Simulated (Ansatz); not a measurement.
**AlS (quartet): trial inputs and their diagnosis at distance Al1–S2 = 3.552 Å**

4 inputs are run for AlS (quartet) as typed; the log has to tell whether the result can be used and what must change.

Method: the settings change from run to run; program: Ansatz 0.2.0, Gaussian basis.

23 further runs of the same task are left out: 16 that didn't finish, 7 set aside as unsound or not needed. Runs told in other sessions of the task aren't counted.

### 1 The system

The geometry derives from a PBE0/def2-TZVP stationary point (not a proven minimum). One bond is set to the value named and the two fragments are kept rigid.

2 atoms, charge 0, spin multiplicity 4.

Atoms are counted from 1 here; the program's logs count them from 0.

No contacts short enough for the rule that draws bonds.

Coordinates:

```xyz
2
charge 0, multiplicity 4
Al    0.0000    0.0000    0.0000
S     0.0000    0.0000    3.5520
```

### 2 Attempt 1

in.yaml

```yaml
crystal:
  periodic: [false, false, false]
  atoms:
    - {symbol: Al, position_ang: [0.000000, 0.000000, 0.000000]}
    - {symbol: S, position_ang: [0.000000, 0.000000, 3.552000]}
basis:
  gaussian: {orbitals: 6-31G}
magnetization: {spin_polarized: false, initial_magnetization: 3}
hamiltonian: {pseudopotentials: {relativity: none}}
correlation: {method: sc_nevpt2, electrons: outside_noble_gas, active_space: {window: {electrons: 3, orbitals: 4}}}
accuracy: high
output: {forces: true}
```

Command:

```sh
$ ansatz run in.yaml --threads 1 --pin off --events-out ev --progress --plain --max-ram 2393MiB
```

The log of the run:

```text
Functional definition: HF
  name "HF"
  cite "Fock, Z. Phys. 61, 126 (1930) doi:10.1007/BF01340294"
  parent pbe
  exchange = exact_x
  correlation = 0
499 factors; integrals over basis functions are off by at most 3.2e-9 eV
mean field evaluation 1: about -17396.2085 eV, gradient 5.0e0 eV
mean field evaluation 2: about -17396.2104 eV, gradient 5.0e0 eV
mean field evaluation 4: about -17396.8377 eV, gradient 4.5e-1 eV
mean field evaluation 8: about -17396.8372 eV, gradient 2.7e-4 eV
mean field evaluation 16: about -17396.8457 eV, gradient 1.9e-1 eV
mean field evaluation 32: about -17396.9149 eV, gradient 5.2e-3 eV
mean field evaluation 64: about -17396.5850 eV, gradient 4.9e-8 eV
mean field evaluation 96: about -17392.0648 eV, gradient 1.7e1 eV
mean field evaluation 128: about -17396.6083 eV, gradient 1.8e-1 eV
mean field evaluation 160: about -17396.8974 eV, gradient 1.1e-1 eV
mean field evaluation 192: about -17396.8797 eV, gradient 3.8e-1 eV
mean field evaluation 224: about -17396.8348 eV, gradient 3.1e-1 eV
mean field evaluation 256: about -17396.5058 eV, gradient 2.7e-1 eV
mean field evaluation 288: about -17396.8372 eV, gradient 2.1e-5 eV
mean field -17396.91494754 eV, -639.3248322698 hartree, gradient 2.0e-8 eV, S^2 3.750000; 21 other end points of the search recorded, 0 dependent functions left out
reference -17396.91494754 eV, -639.3248322698 hartree; 16, 13 occupied and 10, 13 virtual orbitals, 499 factors
state -17396.91494754 eV, -639.3248322698 hartree
state -17396.91494754 eV, -639.3248322698 hartree; corrected -17397.86739105 eV, -639.3598339230 hartree
WARN: 1 active orbitals are nearly empty or full. The corrections depend on them more than the energy does, and are more stable in an active space without them
the calculation of the forces begins
Error: an active orbital is full or empty, and SC-NEVPT2 has no forces then: leave it out of the active space
```

It took 2.2 s on 1 thread of INTEL XEON PLATINUM 8581C at 2.30GHz, shared host.

Diagnosis: The run stopped with an error. It says: «an active orbital is full or empty, and SC-NEVPT2 has no forces then: leave it out of the active space». Cure: drop the forces, or choose an active space whose orbitals are all partly filled.

### 3 Attempt 2

in.yaml

```yaml
crystal:
  periodic: [false, false, false]
  atoms:
    - {symbol: Al, position_ang: [0.000000, 0.000000, 0.000000]}
    - {symbol: S, position_ang: [0.000000, 0.000000, 3.552000]}
basis:
  gaussian: {orbitals: "6-31G*"}
magnetization: {spin_polarized: false, initial_magnetization: 3}
hamiltonian: {xc: r2scan}
correlation: {active_space: {window: {electrons: 5, orbitals: 5}}}
```

The command is unchanged.

The log of the run:

```text
Error: invalid value for `correlation.active_space`: it starts from restricted Hartree–Fock orbitals; set hamiltonian.xc: hf without magnetization.spin_polarized
```

It took 0.03 s on 1 thread of INTEL XEON PLATINUM 8581C at 2.30GHz, shared host.

Diagnosis: The run was refused. An active space is asked on a functional's orbitals. Fix: start from Hartree-Fock.

### 4 Attempt 3

in.yaml

```yaml
crystal:
  periodic: [false, false, false]
  atoms:
    - {symbol: Al, position_ang: [0.000000, 0.000000, 0.000000]}
    - {symbol: S, position_ang: [0.000000, 0.000000, 3.552000]}
basis:
  gaussian: {orbitals: cc-pVDZ}
magnetization: {spin_polarized: false, initial_magnetization: 4}
correlation: {method: sc_nevpt2, electrons: valence, active_space: {window: {electrons: 9, orbitals: 8}}}
```

Same command.

The log of the run:

```text
Error: a molecule whose nuclei and cores have a total charge of 29 cannot have a net charge of 0 together with 4 unpaired electrons
```

Wall time 0.03 s (1 thread of INTEL XEON PLATINUM 8581C at 2.30GHz, shared host).

What is wrong: The run was refused. The number of unpaired electrons doesn't fit the electron count. Cure: make charge and initial_magnetization agree.

### 5 Attempt 4

in.yaml

```yaml
crystal:
  periodic: [false, false, false]
  atoms:
    - {symbol: Al, position_ang: [0.050000, 0.000000, 3.552000]}
    - {symbol: S, position_ang: [0.000000, 0.000000, 3.552000]}
basis:
  gaussian: {orbitals: "6-31G*", point_charges: [{charge: 0.50, position_ang: [4.419, 0.487, 0.571]}]}
magnetization: {spin_polarized: false, initial_magnetization: 3}
correlation: {method: fic_nevpt4_sd, electrons: outside_noble_gas, active_space: {window: {electrons: 3, orbitals: 4}}}
```

Launched as before.

The log of the run, cut to the lines that bear on the results:

```text
Functional definition: HF
  name "HF"
  cite "Fock, Z. Phys. 61, 126 (1930) doi:10.1007/BF01340294"
  parent pbe
[...]
338 factors; integrals over basis functions are off by at most 3.3e-5 eV
[...]
a density is far from that of the atoms, so the factors are made again for it
410 factors; integrals over basis functions are off by at most 8.2e-6 eV
[...]
mean field 26797.87575522 eV, 984.8037697518 hartree, gradient 2.9e-6 eV, S^2 3.750000; 18 other end points of the search recorded, 0 dependent functions left out
reference 26797.87575522 eV, 984.8037697518 hartree; 16, 13 occupied and 22, 25 virtual orbitals, 410 factors
state 26797.87575522 eV, 984.8037697518 hartree
state 26797.87575522 eV, 984.8037697518 hartree; corrected 26796.16880294 eV, 984.7410404124 hartree
WARN: 1 active orbitals are nearly empty or full. The corrections depend on them more than the energy does, and are more stable in an active space without them
WARN: the results are in doubt because the cores aren't held out of the active space
Total energy: 26796.16880294 eV, 984.7410404124 hartree
In doubt: the cores aren't held out of the active space
```

It took 5.5 s on 1 thread of INTEL XEON PLATINUM 8581C at 2.30GHz, shared host.

**Diagnosis.** The run converged, which proves nothing about the input. One atom lies on top of another. The shortest distance is 0.05 Å, against 3.55 Å in the geometry of step 1. Its energy belongs to another geometry. To mend it, restore its position.

### 6 How the runs ended

| attempt | level | ended | cause | time |
| --- | --- | --- | --- | --- |
| 1 | NEVPT2(3,4)/6-31G | stopped by an error | an active orbital is full or empty, and SC-NEVPT2 has no forces then: leave it out of the active space | 2.2 s |
| 2 | CASSCF(5,5)/6-31G* | refused | an active space is asked on a functional's orbitals | 0.03 s |
| 3 | NEVPT2(9,8)/cc-pVDZ | refused | the number of unpaired electrons doesn't fit the electron count | 0.03 s |
| 4 | NEVPT4(SD)(3,4)/6-31G* | converged | one atom lies on top of another | 5.5 s |

1 stopped by an error, 2 refused, 1 converged. The input that converges on a wrong geometry or spin is the dangerous one: no error points at it, so geometry and ⟨S²⟩ have to be checked.
